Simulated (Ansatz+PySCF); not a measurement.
Values are calculated unless marked as measured or tabulated.
Input for PySCF 2.14.0:

```python
from pyscf import gto, scf, cc

mol = gto.M(atom="""
Li 0.000000 0.000000 0.000000
H 1.934610 0.000000 0.000000
H -2.610700 0.000000 0.000000
""", basis='6-31g', charge=1, spin=2)
mf = scf.UHF(mol)
mf.kernel()
mycc = cc.CCSD(mf, frozen=None).run()
et = mycc.ccsd_t()
print(mf.e_tot, mycc.e_corr, et, mycc.e_tot + et)
```

The script is written out from the run's settings.

Output:

```
Converged                       : yes
Reference energy                : -8.23342 hartree
CCSD correlation energy         : -0.00021 hartree
Triples correction              : 0.00000 hartree
Total energy                    : -8.23363 hartree
Spin squared of the determinant : 2.000
```
